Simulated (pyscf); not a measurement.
**Routes from H₂O (SMILES O) + OH• (SMILES [OH])**

Candidate steps break at most two bonds and form at most two. Each was searched with GFN2-xTB (tblite) first. PySCF, gas phase, ωB97X-D3(BJ)/def2-SVP geometries. Correlated levels are frozen-core, on RHF or UHF. ΔMP2 is the change of the MP2 total energy from the triple- to the quadruple-zeta basis. Energies: CCSD(T)/def2-TZVPP + ΔMP2(QZVPP), eV, from the separated reactants, doublet surface.

```tsv
products	type	ΔE‡	ΔE	ΔG‡ 298 K	ΔG‡ 900 K	ν‡ (cm⁻¹)
OH• + H₂O	hydrogen abstraction (H–O broken, H–O formed)	0.42	0.00	0.71	1.44	1658i
H₂O + OH•	four-centre exchange (H–O, H–O broken, H–O, H–O formed)	1.90	0.00	2.18	2.98	2223i
H• + HO–OH	substitution at O	3.43	+3.12	3.62	4.25	1394i
```

Row 1: On the reactant side the descent ends in a complex, 0.19 eV under the separated species and 0.43 eV under the saddle at ωB97X-D3(BJ)/def2-TZVP. On the product side the descent ends in a complex, 0.19 eV under the separated species and 0.43 eV under the saddle at ωB97X-D3(BJ)/def2-TZVP. Row 2: On the reactant side the descent ends in a complex, 0.29 eV under the separated species and 2.03 eV under the saddle at ωB97X-D3(BJ)/def2-TZVP. On the product side the descent ends in a complex, 0.29 eV under the separated species and 2.03 eV under the saddle at ωB97X-D3(BJ)/def2-TZVP. Row 3: On the reactant side the descent ends in a complex, 0.29 eV under the separated species and 3.60 eV under the saddle at ωB97X-D3(BJ)/def2-TZVP. 

Plain bond fissions and candidates not yet searched are not listed, and one of them may be faster. Each barrier is that of the saddle found; lower ones may exist. The CCSD(T) − MP2 part came from Ansatz, without density fitting, on the same reference. A UHF reference is spin-contaminated (<S²> up to 0.97), which harms MP2 most. Left out: orbital degeneracy and the spin-orbit lowering of OH.
